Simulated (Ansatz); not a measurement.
Process, species as SMILES: [CH]=O (CH-O) → C atom + H atom + O atom
B3LYP-D3(BJ)/def2-TZVP geometries, fixed; electronic energies without zero-point terms.
Largest species:
```
C
O 1 1.1718
H 1 1.1249 2 124.43
```
Charge 0, spin multiplicity 2.

Basis-set convergence of the atomisation energy at PBE with Ansatz (a program for electronic structure). All functions are spherical. The program fits the integrals of some runs and decomposes those of others, by size. Open shells are unrestricted. No added dispersion term, no relativity. Functions are those of the species that has most. Reference: the value in pcseg-4, 295.30 kcal/mol, itself unsure by roughly 0.07 kcal/mol (its mean distance from aug-pcseg-3, aug-cc-pVQZ, cc-pV5Z).

```csv
basis,functions,atomisation energy (kcal/mol)
pcseg-0,20,268.96
def2-SV(P),30,296.87
6-311+G**,50,…
aug-pcseg-1,55,293.29
aug-pcseg-2,115,…
def2-QZVPP,144,…
pcseg-3,153,295.33
def2-QZVPPD,162,…
pcseg-4,263,295.30
```

**Question.** What belongs in the gaps?

**Answer.** 
- 6-311+G**, atomisation energy (kcal/mol): 292.47
- aug-pcseg-2, atomisation energy (kcal/mol): 295.18
- def2-QZVPP, atomisation energy (kcal/mol): 295.03
- def2-QZVPPD, atomisation energy (kcal/mol): 295.07
